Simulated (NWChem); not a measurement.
# C2H4Cl2 (1,1-dichloroethane): levels of theory compared

We compute a comparison of 5 runs (HF/STO-3G, HF/3-21G, B3LYP/6-31G*, M06-2X/cc-pVDZ) of C2H4Cl2 (1,1-dichloroethane). 

The calculation is run with NWChem 7.3.0.

4 further runs of the same task are left out: 4 that didn't finish. Runs told in other sessions of the task aren't counted.

## Step 1: The molecule

C2H4Cl2 has 8 atoms, charge 0, and is taken as a singlet. As SMILES, `CC(Cl)Cl`. The C1–H7 distance was set to 1.419 Å, away from the relaxed value.

Bond lengths: C1–C2 1.504 Å, C2–Cl3 1.777 Å, C2–Cl4 1.777 Å, C1–H5 1.090 Å, C1–H6 1.091 Å, C2–H8 1.087 Å. Angles: C1–C2–Cl3 110.8°, C1–C2–Cl4 110.8°, Cl3–C2–Cl4 110.4°, C1–C2–H8 112.5°, Cl3–C2–H8 106.0°, Cl4–C2–H8 106.0°, C2–C1–H5 110.4°, C2–C1–H6 109.6°, H5–C1–H6 109.0°. A long bond or contact: C1–H7 1.419 Å.

## Step 2: A single-point energy at HF/STO-3G (run 1)

input.xyz

```xyz
8
C2H4Cl2 hf
C     -0.061233     0.743594    -0.172487
C     -0.460183    -0.699946    -0.038607
Cl     0.833547    -1.770216    -0.621337
Cl    -1.971793    -1.022236    -0.916077
H      0.115317     0.993274    -1.218817
H     -0.857313     1.381314     0.215623
H      1.127130     0.979860     0.565730
H     -0.645233    -0.987316     0.993393
```

run.py

```python
from ase.io import read
from ase.calculators.nwchem import NWChem

system = read('input.xyz')

calc = NWChem(
    label='input',
    theory='scf',
    memory='2200 mb',
    basis='STO-3G',
    basispar='spherical bse',
    scf={'nopen': '0', 'rhf': None, 'thresh': '1e-08', 'maxiter': '80'},
    task='energy',
)
system.calc = calc

print(f"energy = {system.get_potential_energy():.6f} eV")
print("dipole (e A):", system.get_dipole_moment().round(4))
```

Command:

```
$ export ASE_NWCHEM_COMMAND="nwchem PREFIX.nwi > PREFIX.nwo"
$ python run.py
```

The program printed:

```text
energy = -26836.875365 eV
dipole (e A): [0.0678 0.4071 0.347 ]
```

The calculator wrote input.nwi:

```
title "input"

permanent_dir input

scratch_dir input

start input

geometry units angstrom nocenter noautosym noautoz
  C  -6.1233000000000003e-02 7.4359399999999998e-01 -1.7248700000000000e-01
  C  -4.6018300000000001e-01 -6.9994599999999996e-01 -3.8607000000000002e-02
  Cl 8.3354700000000004e-01 -1.7702160000000000e+00 -6.2133700000000003e-01
  Cl -1.9717929999999999e+00 -1.0222359999999999e+00 -9.1607700000000003e-01
  H  1.1531700000000000e-01 9.9327399999999999e-01 -1.2188170000000000e+00
  H  -8.5731299999999999e-01 1.3813139999999999e+00 2.1562300000000001e-01
  H  1.1271300000000000e+00 9.7985999999999995e-01 5.6572999999999996e-01
  H  -6.4523299999999995e-01 -9.8731599999999997e-01 9.9339299999999997e-01
end

memory 2200 mb

basis spherical bse noprint
   * library STO-3G
end

scf
  nopen 0
  rhf
  thresh 1e-08
  maxiter 80
end

task scf energy
```

input.nwo:

```text
Northwest Computational Chemistry Package (NWChem) 7.3.0
             --------------------------------------------------------

           Job information
           ---------------

    nwchem branch   = 7.3.0
    use scalapack   = T
    input           = input.nwi
    prefix          = input.
    data base       = input/input.db
    status          = startup
    nproc           =        1

           Memory information
           ------------------

[... 5 lines left out ...]
    hardfail = no
[... 131 lines left out ...]
         Quadratically convergent ROHF
[... 14 lines left out ...]
       Final RHF  results
[... 4 lines left out ...]
      Two-electron energy =    583.199583011241
[... 41 lines left out ...]
                       ROHF Final Molecular Orbital Analysis
[... 196 lines left out ...]
       Multipole analysis of the density wrt the origin
       ------------------------------------------------

     L   x y z        total         open         nuclear
     -   - - -        -----         ----         -------
     0   0 0 0     -0.000000      0.000000     50.000000

     1   1 0 0      0.128034      0.000000    -42.970058
[... 8 lines of this table left out ...]
     2   0 0 2    -27.116949      0.000000     85.190262

 Task  times  cpu:        1.9s     wall:        1.9s
 Total times  cpu:        1.9s     wall:        1.9s
```

Wall time 3.3 s (1 thread of Intel Xeon at 2.60GHz (Ice Lake), shared host); peak memory 0.098 GiB.

## Step 3: A single-point energy at HF/3-21G (run 2)

mymol.nw

```
start mymol
title "C2H4Cl2"
memory stack 880 mb heap 220 mb global 1100 mb
charge 0

geometry noautosym nocenter noautoz
  C       -0.061233       0.743594      -0.172487
  C       -0.460183      -0.699946      -0.038607
  Cl       0.833547      -1.770216      -0.621337
  Cl      -1.971793      -1.022236      -0.916077
  H        0.115317       0.993274      -1.218817
  H       -0.857313       1.381314       0.215623
  H        1.127130       0.979860       0.565730
  H       -0.645233      -0.987316       0.993393
end

basis spherical bse
  C library 3-21G
  Cl library 3-21G
  H library 3-21G
end

scf
  singlet
  rhf
  thresh 1e-08
  maxiter 80
  print low
end

task scf energy
```

Command:

```
$ nwchem mymol.nw > mymol.out
```

The program printed:

```text
[...]
  functions       =    52
[...]
  wavefunction    = RHF
[...]
         Total SCF energy =   -992.171159129995
      One-electron energy =  -1784.311816241427
      Two-electron energy =    583.562060900251
 Nuclear repulsion energy =    208.578596211180
        Time for solution =      1.8s
 Task  times  cpu:        1.9s     wall:        1.9s
[...]
```

Wall time 2.4 s (1 thread of Intel Xeon at 2.60GHz (Ice Lake), shared host); peak memory 0.098 GiB.

Runs 3 to 4 aren't shown in full; the table further down has their settings and results.

## Step 4: A single-point energy at M06-2X/cc-pVDZ (run 5)

c2h4cl2.nw

```
start c2h4cl2
memory stack 880 mb heap 220 mb global 1100 mb
geometry noautosym nocenter noautoz
  C     -0.061233     0.743594    -0.172487
  C     -0.460183    -0.699946    -0.038607
  Cl     0.833547    -1.770216    -0.621337
  Cl    -1.971793    -1.022236    -0.916077
  H      0.115317     0.993274    -1.218817
  H     -0.857313     1.381314     0.215623
  H      1.127130     0.979860     0.565730
  H     -0.645233    -0.987316     0.993393
end
basis "ao basis" spherical bse
  * library cc-pVDZ
end
dft
  xc m06-2x
  grid xfine
  convergence energy 1e-08
  maxiter 100
  mulliken
  noprint "final vectors analysis"
end
task dft energy
```

Command:

```
$ nwchem c2h4cl2.nw > c2h4cl2.out
```

The program printed:

```text
[...]
          Wavefunction type:  closed shell.
          No. of atoms     :     8
          No. of electrons :    50
[...]
          Charge           :     0
          Spin multiplicity:     1
[...]
          AO basis - number of functions:    84
[...]
              XC Information
              --------------
                       M06-2X Method XC Functional
                     Hartree-Fock (Exact) Exchange  0.540
                        M06-2X Exchange Functional  1.000
                      M06-2X Correlation Potential  1.000
[...]
 d= 0,ls=0.0,diis     1   -998.8403652748 -1.21D+03  1.10D-02  5.46D-01     8.8
[...]
 d= 0,ls=0.0,diis     9   -998.9178112744 -2.18D-09  6.40D-07  1.32D-09    67.7
         Total DFT energy =     -998.917811274357
      One electron energy =    -1790.912204668334
           Coulomb energy =      652.142085244343
    Exchange-Corr. energy =      -68.726288061545
 Nuclear repulsion energy =      208.578596211180
[...]
      Total Density - Mulliken Population Analysis
     ---------------------------------------------
    Atom       Charge   Shell Charges
 -----------   ------   -------------------------------------------------------
    1 C    6     6.07   2.01  0.66  0.45  2.02  0.88  0.04
    2 C    6     6.19   2.01  0.68  0.56  1.97  0.84  0.11
    3 Cl  17    17.05   2.00  2.02  0.96  0.94  6.00  3.06  2.03  0.03
    4 Cl  17    17.05   2.00  2.02  0.96  0.94  6.00  3.06  2.03  0.03
    5 H    1     0.92   0.74  0.16  0.03
    6 H    1     0.93   0.74  0.16  0.03
    7 H    1     0.91   0.61  0.29  0.01
    8 H    1     0.88   0.75  0.11  0.03
[...]
```

Wall time 68 s (1 thread of Intel Xeon at 2.60GHz (Ice Lake), shared host); peak memory 0.14 GiB.

## Step 5: The series

```csv
run,level,iteration cap,module,energy (Eh),dipole moment (D),HOMO energy (eV),LUMO energy (eV),wall time
1,HF/STO-3G,80,scf,-986.236987,2.59,-10.63,8.46,3.3 s
2,HF/3-21G,80,scf,-992.171159,–,–,–,2.4 s
3,B3LYP/6-31G* (spherical functions),100,dft,-998.970709,2.00,-8.25,-0.07,24 s
4,B3LYP/6-31G* (Cartesian functions),100,dft,-998.978826,2.00,-8.25,-0.07,26 s
5,M06-2X/cc-pVDZ,100,dft,-998.917811,1.96,–,–,68 s
```

## Step 6: Summary of results

| quantity | value |
| --- | --- |
| run 5: total energy | -998.91781 Eh |
| run 5: dipole moment | 1.96 D |

Over runs 1, 3, 4, 5 the dipole moment (its size) runs from 1.96 D (M06-2X/cc-pVDZ) to 2.59 D (HF/STO-3G). The two ends differ in method and basis. Over runs 1, 3, 4 the HOMO–LUMO gap runs from 8.18 eV (B3LYP/6-31G*) to 19.09 eV (HF/STO-3G). Totals of different functionals can't be ranked against each other. In run 1 the basis is minimal, so the values are rough. All runs together took 2.1 min, the longest 68 s.
